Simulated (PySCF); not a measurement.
Butanenitrile, C4H7N, SMILES CCCC#N, point group C1.

Level: PBE0/pcSseg-1 in PySCF (density fitting, grid level 2); geometry and Hessian at that level, cubic constants and property derivatives from steps of ±0.6 along each species' dimensionless normal coordinates, second-order vibrational perturbation theory. The parent has the commonest isotopes.

Equilibrium geometry (Å):

| atom | x | y | z |
| --- | --- | --- | --- |
| C1 | -1.2438 | 0.5465 | 0.4173 |
| C2 | -0.4465 | -0.1851 | -0.6490 |
| C3 | 0.8916 | -0.7351 | -0.1445 |
| C4 | 1.8039 | 0.3055 | 0.3093 |
| N5 | 2.5134 | 1.1428 | 0.6630 |
| H6 | -0.6940 | 1.4126 | 0.8036 |
| H7 | -2.1945 | 0.9098 | 0.0135 |
| H8 | -1.4723 | -0.1101 | 1.2657 |
| H9 | -0.2586 | 0.4779 | -1.5025 |
| H10 | -1.0231 | -1.0333 | -1.0380 |
| H11 | 1.3979 | -1.3048 | -0.9335 |
| H12 | 0.7308 | -1.4295 | 0.6909 |

**Question.** Give the equilibrium and ground-state rotational constants (MHz) of parent; ²H at 8.

**Answer.** 
```csv
species,Ae,Be,Ce,A0,B0,C0,Δ0 (u Å²),harmonic ZPE (cm⁻¹)
parent,10298,3215.8,2684.5,10300,3176.4,2659.9,-18.175,22652
²H at 8,9863.5,3114.3,2624,9874.1,3074.5,2598.7,-21.082,21956
```

Δ0 = Ic − Ia − Ib from the ground-state constants.

**Question.** How is the parent's vibrational correction B0 − Be made up?

**Answer.** 
```tsv
axis	harmonic	Coriolis	cubic	total (MHz)
a	26.8	-23.1	-2.55	1.19
b	6.39	-2.73	-43	-39.4
c	2.43	-2.14	-24.8	-24.6
```

**Question.** And its quartic centrifugal distortion constants from the harmonic force field?

**Answer.** Asymmetric top, A reduction, Ir representation: ΔJ = 3.12 kHz, ΔJK = -19.3 kHz, ΔK = 63.8 kHz, δJ = 0.944 kHz, δK = 7.32 kHz.

A mode lies under 250 cm⁻¹, where this perturbation treatment is rough. Internal rotors are held in one well.
